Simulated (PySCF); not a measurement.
**Running PySCF for SN**

Input:

```python
from pyscf import gto, scf
from pyscf.geomopt.geometric_solver import optimize

mol = gto.M(
    atom='S 0 0 0; N 0 0 1.328',
    basis='lanl2dz',
    ecp={'S': 'lanl2dz'},
    charge=0,
    spin=1,
    verbose=4,
)
mf = scf.UHF(mol)
mf.kernel()
mol_eq = optimize(mf, maxsteps=30)
print('optimised geometry (angstrom)')
print(mol_eq.tostring('raw'))
print('orbital energies (hartree):', [e[max(0, n-3):n+3].round(4) for e, n in zip(mf.mo_energy, mol.nelec)])
```

```bash
$ OMP_NUM_THREADS=1 python input.py
```

The log (some set-up lines and the per-cycle HOMO/LUMO lines with their warnings removed):

```
PySCF version 2.14.0

[INPUT] Symbol           X                Y                Z      unit          X                Y                Z       unit  Magmom
[INPUT]  1 S      0.000000000000   0.000000000000   0.000000000000 AA    0.000000000000   0.000000000000   0.000000000000 Bohr   0.0
[INPUT]  2 N      0.000000000000   0.000000000000   1.328000000000 AA    0.000000000000   0.000000000000   2.509556293422 Bohr   0.0

nuclear repulsion = 16.7360262489759
number of shells = 9
number of NR pGTOs = 37
number of NR cGTOs = 17
basis = lanl2dz
ecp = {'S': 'lanl2dz'}

******** <class 'pyscf.scf.uhf.UHF'> ********
method = UHF
initial guess = minao
damping factor = 0
level_shift factor = 0
DIIS = <class 'pyscf.scf.diis.CDIIS'>
SCF conv_tol = 1e-09
SCF max_cycles = 50
number electrons alpha = 7  beta = 6
init E= -62.6477428124236

cycle= 1 E= -63.915520966838  delta_E= -1.27  |g|= 0.497  |ddm|= 2.43
cycle= 2 E= -64.0394349652718  delta_E= -0.124  |g|= 0.441  |ddm|= 0.943
cycle= 3 E= -64.1288975134955  delta_E= -0.0895  |g|= 0.0609  |ddm|= 0.397
cycle= 4 E= -64.1337176149842  delta_E= -0.00482  |g|= 0.0347  |ddm|= 0.117
cycle= 5 E= -64.1355217956734  delta_E= -0.0018  |g|= 0.00955  |ddm|= 0.103
cycle= 6 E= -64.1358234769536  delta_E= -0.000302  |g|= 0.00635  |ddm|= 0.0304
cycle= 7 E= -64.1361022827999  delta_E= -0.000279  |g|= 0.00442  |ddm|= 0.0302
cycle= 8 E= -64.1362766527418  delta_E= -0.000174  |g|= 0.00359  |ddm|= 0.0252
cycle= 9 E= -64.1364332906405  delta_E= -0.000157  |g|= 0.00272  |ddm|= 0.0286
cycle= 10 E= -64.1365842037948  delta_E= -0.000151  |g|= 0.000829  |ddm|= 0.0545
cycle= 11 E= -64.1365874184019  delta_E= -3.21e-06  |g|= 0.000358  |ddm|= 0.00525
cycle= 12 E= -64.1365878863598  delta_E= -4.68e-07  |g|= 6.36e-05  |ddm|= 0.00308
cycle= 13 E= -64.1365878924126  delta_E= -6.05e-09  |g|= 1.72e-05  |ddm|= 0.000222
cycle= 14 E= -64.1365878926809  delta_E= -2.68e-10  |g|= 3.1e-06  |ddm|= 4.24e-05
Extra cycle  E= -64.1365878926911  delta_E= -1.02e-11  |g|= 1.46e-06  |ddm|= 7.26e-06
converged SCF energy = -64.1365878926911  <S^2> = 0.7992986  2S+1 = 2.0487055
Create scanner for <class 'pyscf.grad.uhf.Gradients'>
Create scanner for <class 'pyscf.scf.uhf.UHF'>
input.py

Current date and time:

#|     Arguments passed to driver run_optimizer():      |#
customengine              <pyscf.geomopt.geometric_solver.PySCFEngine object>
logIni                    <dir>
maxiter                   30
----------------------------------------------------------
Custom engine selected.
Bonds will be generated from interatomic distances less than 1.20 times sum of covalent radii
6 internal coordinates being used (instead of 6 Cartesians)
Internal coordinate system (atoms numbered from 1):
Distance 1-2
Translation-X 1-2
Translation-Y 1-2
Translation-Z 1-2
Rotation-A 1-2
Rotation-B 1-2
Rotation-C 1-2
<class 'geometric.internal.Distance'> : 1
<class 'geometric.internal.TranslationX'> : 1
<class 'geometric.internal.TranslationY'> : 1
<class 'geometric.internal.TranslationZ'> : 1
<class 'geometric.internal.RotationA'> : 1
<class 'geometric.internal.RotationB'> : 1
<class 'geometric.internal.RotationC'> : 1
> ===== Optimization Info: ====
> Job type: Energy minimization
> Maximum number of optimization cycles: 30
> Initial / maximum trust radius (Angstrom): 0.100 / 0.300
> Convergence Criteria:
> Will converge when all 5 criteria are reached:
>  |Delta-E| < 1.00e-06
>  RMS-Grad  < 3.00e-04
>  Max-Grad  < 4.50e-04
>  RMS-Disp  < 1.20e-03
>  Max-Disp  < 1.80e-03
> === End Optimization Info ===

Geometry optimization cycle 1
Cartesian coordinates (Angstrom)
 Atom        New coordinates             dX        dY        dZ
   S   0.000000   0.000000   0.000000    0.000000  0.000000  0.000000
   N   0.000000   0.000000   1.328000    0.000000  0.000000  0.000000

WARN: Mole.unit (angstrom) is changed to Bohr

New geometry
   1 S      0.000000000000   0.000000000000   0.000000000000 AA    0.000000000000   0.000000000000   0.000000000000 Bohr
   2 N      0.000000000000   0.000000000000   1.328000000000 AA    0.000000000000   0.000000000000   2.509556293422 Bohr

******** <class 'pyscf.scf.hf.UHF_Scanner'> ********
method = UHF_Scanner
initial guess = minao
damping factor = 0
level_shift factor = 0
DIIS = <class 'pyscf.scf.diis.CDIIS'>
SCF conv_tol = 1e-09
SCF max_cycles = 50
number electrons alpha = 7  beta = 6
init E= -64.1365878926911
cycle= 1 E= -64.1365878926937  delta_E= -2.64e-12  |g|= 9.44e-07  |ddm|= 3.61e-06
Extra cycle  E= -64.1365878926947  delta_E= -9.95e-13  |g|= 6.25e-07  |ddm|= 2.03e-06
converged SCF energy = -64.1365878926947  <S^2> = 0.79929805  2S+1 = 2.048705

******** <class 'pyscf.grad.rhf.Gradients_Scanner'> for <class 'pyscf.scf.hf.UHF_Scanner'> ********
unit = Eh/Bohr
--------------- UHF_Scanner gradients ---------------
         x                y                z
0 S    -0.0000000000    -0.0000000000     0.4619960028
1 N     0.0000000000     0.0000000000    -0.4619960028
----------------------------------------------
cycle 1: E = -64.1365878927  dE = -64.1366  norm(grad) = 0.653361
Step    0 : Gradient = 4.620e-01/4.620e-01 (rms/max) Energy = -64.1365878927
Hessian Eigenvalues: 5.00000e-02 5.00000e-02 5.00000e-02 ... 5.00000e-02 5.00000e-02 1.80038e+00

Geometry optimization cycle 2
Cartesian coordinates (Angstrom)
 Atom        New coordinates             dX        dY        dZ
   S   0.000000   0.000000  -0.067896    0.000000  0.000000 -0.067896
   N  -0.000000  -0.000000   1.395896   -0.000000 -0.000000  0.067896
New geometry
   1 S      0.000000000000   0.000000000000  -0.067896258898 AA    0.000000000000   0.000000000000  -0.128305334200 Bohr
   2 N     -0.000000000000  -0.000000000000   1.395896258898 AA   -0.000000000000  -0.000000000000   2.637861627622 Bohr

******** <class 'pyscf.scf.hf.UHF_Scanner'> ********
method = UHF_Scanner
initial guess = minao
damping factor = 0
level_shift factor = 0
DIIS = <class 'pyscf.scf.diis.CDIIS'>
SCF conv_tol = 1e-09
SCF max_cycles = 50
number electrons alpha = 7  beta = 6
init E= -64.1059542645198
cycle= 1 E= -64.2077637060488  delta_E= -0.102  |g|= 0.0537  |ddm|= 0.221
cycle= 2 E= -64.2089157401805  delta_E= -0.00115  |g|= 0.0381  |ddm|= 0.0818
cycle= 3 E= -64.2098877397008  delta_E= -0.000972  |g|= 0.0132  |ddm|= 0.0364
cycle= 4 E= -64.2103959800413  delta_E= -0.000508  |g|= 0.0116  |ddm|= 0.0235
cycle= 5 E= -64.2109299311505  delta_E= -0.000534  |g|= 0.0115  |ddm|= 0.0242
cycle= 6 E= -64.212608767801  delta_E= -0.00168  |g|= 0.0101  |ddm|= 0.0805
cycle= 7 E= -64.2128730036933  delta_E= -0.000264  |g|= 0.0154  |ddm|= 0.27
cycle= 8 E= -64.2136619387896  delta_E= -0.000789  |g|= 0.00719  |ddm|= 0.207
cycle= 9 E= -64.214203395362  delta_E= -0.000541  |g|= 0.00362  |ddm|= 0.0526
cycle= 10 E= -64.2143392555332  delta_E= -0.000136  |g|= 0.000499  |ddm|= 0.0448
cycle= 11 E= -64.2143411253804  delta_E= -1.87e-06  |g|= 0.000202  |ddm|= 0.00685
cycle= 12 E= -64.2143414684539  delta_E= -3.43e-07  |g|= 3.99e-05  |ddm|= 0.00158
cycle= 13 E= -64.2143414821554  delta_E= -1.37e-08  |g|= 8.61e-06  |ddm|= 0.000477
cycle= 14 E= -64.2143414826532  delta_E= -4.98e-10  |g|= 4.09e-06  |ddm|= 0.000124
Extra cycle  E= -64.2143414826988  delta_E= -4.57e-11  |g|= 3.34e-06  |ddm|= 6.9e-06
converged SCF energy = -64.2143414826988  <S^2> = 1.1083541  2S+1 = 2.330969

******** <class 'pyscf.grad.rhf.Gradients_Scanner'> for <class 'pyscf.scf.hf.UHF_Scanner'> ********
unit = Eh/Bohr
--------------- UHF_Scanner gradients ---------------
         x                y                z
0 S    -0.0000000000    -0.0000000000     0.1844391147
1 N     0.0000000000     0.0000000000    -0.1844391147
----------------------------------------------
cycle 2: E = -64.2143414827  dE = -0.0777536  norm(grad) = 0.260836
Step    1 : Displace = 6.790e-02/6.790e-02 (rms/max) Trust = 1.000e-01 (=) Grad = 1.844e-01/1.844e-01 (rms/max) E (change) = -64.2143414827 (-7.775e-02) Quality = 1.312
Hessian Eigenvalues: 5.00000e-02 5.00000e-02 5.00000e-02 ... 5.00000e-02 5.00000e-02 1.08163e+00

Geometry optimization cycle 3
Cartesian coordinates (Angstrom)
 Atom        New coordinates             dX        dY        dZ
   S   0.000000   0.000000  -0.113014    0.000000  0.000000 -0.045118
   N  -0.000000  -0.000000   1.441014   -0.000000 -0.000000  0.045118
New geometry
   1 S      0.000000000000   0.000000000000  -0.113013949778 AA    0.000000000000   0.000000000000  -0.213565413336 Bohr
   2 N     -0.000000000000  -0.000000000000   1.441013949778 AA   -0.000000000000  -0.000000000000   2.723121706759 Bohr

******** <class 'pyscf.scf.hf.UHF_Scanner'> ********
method = UHF_Scanner
initial guess = minao
damping factor = 0
level_shift factor = 0
DIIS = <class 'pyscf.scf.diis.CDIIS'>
SCF conv_tol = 1e-09
SCF max_cycles = 50
number electrons alpha = 7  beta = 6
init E= -64.1835483802578
cycle= 1 E= -64.2350148028762  delta_E= -0.0515  |g|= 0.0276  |ddm|= 0.118
cycle= 2 E= -64.2359061140305  delta_E= -0.000891  |g|= 0.0174  |ddm|= 0.0446
[part of the log left out]
converged SCF energy = -64.2513350184985  <S^2> = 1.6544687  2S+1 = 2.7600498

******** <class 'pyscf.grad.rhf.Gradients_Scanner'> for <class 'pyscf.scf.hf.UHF_Scanner'> ********
unit = Eh/Bohr
--------------- UHF_Scanner gradients ---------------
         x                y                z
0 S    -0.0000000000     0.0000000000     0.0005075151
1 N     0.0000000000    -0.0000000000    -0.0005075151
----------------------------------------------
cycle 8: E = -64.2513350185  dE = -2.52183e-05  norm(grad) = 0.000717735
Step    7 : Displace = 5.870e-03/5.870e-03 (rms/max) Trust = 3.000e-01 (=) Grad = 5.075e-04/5.075e-04 (rms/max) E (change) = -64.2513350185 (-2.522e-05) Quality = 1.248
Hessian Eigenvalues: 5.00000e-02 5.00000e-02 5.00000e-02 ... 5.00000e-02 5.00000e-02 5.92314e-02

Geometry optimization cycle 9
Cartesian coordinates (Angstrom)
 Atom        New coordinates             dX        dY        dZ
   S   0.000000   0.000000  -0.226520    0.000000 -0.000000 -0.002267
   N  -0.000000  -0.000000   1.554520   -0.000000  0.000000  0.002267
New geometry
   1 S      0.000000000000   0.000000000000  -0.226519717274 AA    0.000000000000   0.000000000000  -0.428060227461 Bohr
   2 N     -0.000000000000  -0.000000000000   1.554519717274 AA   -0.000000000000  -0.000000000000   2.937616520884 Bohr

******** <class 'pyscf.scf.hf.UHF_Scanner'> ********
method = UHF_Scanner
initial guess = minao
damping factor = 0
level_shift factor = 0
DIIS = <class 'pyscf.scf.diis.CDIIS'>
SCF conv_tol = 1e-09
SCF max_cycles = 50
number electrons alpha = 7  beta = 6
init E= -64.2502950816823
cycle= 1 E= -64.2513341872746  delta_E= -0.00104  |g|= 0.00101  |ddm|= 0.00415
cycle= 2 E= -64.2513357197046  delta_E= -1.53e-06  |g|= 0.000589  |ddm|= 0.00175
cycle= 3 E= -64.251336420177  delta_E= -7e-07  |g|= 0.000438  |ddm|= 0.00115
cycle= 4 E= -64.2513371850216  delta_E= -7.65e-07  |g|= 0.000249  |ddm|= 0.00185
cycle= 5 E= -64.2513375083842  delta_E= -3.23e-07  |g|= 9.84e-05  |ddm|= 0.00172
cycle= 6 E= -64.2513375559107  delta_E= -4.75e-08  |g|= 3.03e-05  |ddm|= 0.00066
cycle= 7 E= -64.251337559719  delta_E= -3.81e-09  |g|= 6.08e-06  |ddm|= 0.000186
cycle= 8 E= -64.2513375598285  delta_E= -1.09e-10  |g|= 1.57e-06  |ddm|= 3.09e-05
Extra cycle  E= -64.2513375598327  delta_E= -4.25e-12  |g|= 8.19e-07  |ddm|= 3.02e-06
converged SCF energy = -64.2513375598327  <S^2> = 1.6620377  2S+1 = 2.765529

******** <class 'pyscf.grad.rhf.Gradients_Scanner'> for <class 'pyscf.scf.hf.UHF_Scanner'> ********
unit = Eh/Bohr
--------------- UHF_Scanner gradients ---------------
         x                y                z
0 S    -0.0000000000     0.0000000000     0.0000920773
1 N     0.0000000000    -0.0000000000    -0.0000920773
----------------------------------------------
cycle 9: E = -64.2513375598  dE = -2.54133e-06  norm(grad) = 0.000130217
Step    8 : Displace = 2.267e-03/2.267e-03 (rms/max) Trust = 3.000e-01 (=) Grad = 9.208e-05/9.208e-05 (rms/max) E (change) = -64.2513375598 (-2.541e-06) Quality = 1.169
Hessian Eigenvalues: 4.84852e-02 5.00000e-02 5.00000e-02 ... 5.00000e-02 5.00000e-02 5.00000e-02

Geometry optimization cycle 10
Cartesian coordinates (Angstrom)
 Atom        New coordinates             dX        dY        dZ
   S   0.000000   0.000000  -0.227022    0.000000 -0.000000 -0.000502
   N  -0.000000  -0.000000   1.555022   -0.000000  0.000000  0.000502
New geometry
   1 S      0.000000000000   0.000000000000  -0.227022192624 AA    0.000000000000   0.000000000000  -0.429009768258 Bohr
   2 N     -0.000000000000  -0.000000000000   1.555022192624 AA   -0.000000000000  -0.000000000000   2.938566061680 Bohr

******** <class 'pyscf.scf.hf.UHF_Scanner'> ********
method = UHF_Scanner
initial guess = minao
damping factor = 0
level_shift factor = 0
DIIS = <class 'pyscf.scf.diis.CDIIS'>
SCF conv_tol = 1e-09
SCF max_cycles = 50
number electrons alpha = 7  beta = 6
init E= -64.2511100790553
cycle= 1 E= -64.2513374865256  delta_E= -0.000227  |g|= 0.000223  |ddm|= 0.000919
cycle= 2 E= -64.2513375623314  delta_E= -7.58e-08  |g|= 0.000131  |ddm|= 0.000388
cycle= 3 E= -64.2513375972685  delta_E= -3.49e-08  |g|= 9.77e-05  |ddm|= 0.000257
cycle= 4 E= -64.2513376355921  delta_E= -3.83e-08  |g|= 5.52e-05  |ddm|= 0.000417
cycle= 5 E= -64.2513376516091  delta_E= -1.6e-08  |g|= 2.16e-05  |ddm|= 0.000385
cycle= 6 E= -64.2513376538893  delta_E= -2.28e-09  |g|= 6.58e-06  |ddm|= 0.000145
cycle= 7 E= -64.251337654067  delta_E= -1.78e-10  |g|= 1.32e-06  |ddm|= 3.98e-05
Extra cycle  E= -64.25133765407  delta_E= -3.04e-12  |g|= 7.49e-07  |ddm|= 2.69e-06
converged SCF energy = -64.25133765407  <S^2> = 1.6637302  2S+1 = 2.7667528

******** <class 'pyscf.grad.rhf.Gradients_Scanner'> for <class 'pyscf.scf.hf.UHF_Scanner'> ********
unit = Eh/Bohr
--------------- UHF_Scanner gradients ---------------
         x                y                z
0 S    -0.0000000000    -0.0000000000     0.0000066756
1 N     0.0000000000     0.0000000000    -0.0000066756
----------------------------------------------
cycle 10: E = -64.2513376541  dE = -9.42373e-08  norm(grad) = 9.44071e-06
Step    9 : Displace = 5.025e-04/5.025e-04 (rms/max) Trust = 3.000e-01 (=) Grad = 6.676e-06/6.676e-06 (rms/max) E (change) = -64.2513376541 (-9.424e-08) Quality = 1.078
Hessian Eigenvalues: 4.84852e-02 5.00000e-02 5.00000e-02 ... 5.00000e-02 5.00000e-02 5.00000e-02
Converged! =D

    #| If this code has benefited your research, please support us by citing: |#
    #| Wang, L.-P.; Song, C.C. (2016) "Geometry optimization made simple with |#
    #| translation and rotation coordinates", J. Chem, Phys. 144, 214108.     |#
    #|                                     |#
optimised geometry (angstrom)
S           0.00000000        0.00000000       -0.22702219
N          -0.00000000       -0.00000000        1.55502219
orbital energies (hartree): [array([-0.5698, -0.5672, -0.3344,  0.0371,  0.2531,  0.5972]), array([-0.5418, -0.5222, -0.5067,  0.0813,  0.1159,  0.2662])]
```

In short: E(SCF) = -64.136588 Eh, 14 cycles, ⟨S²⟩ = 0.799, all at the start geometry; optimised bond 1.782 Å with E = -64.251338 Eh after 10 steps.

It ran on Intel Xeon Platinum 8375C @ 2.90GHz (1 thread, shared host) in 2.6 s.

The last line lists the levels of the start geometry. No search for the lowest solution was made.
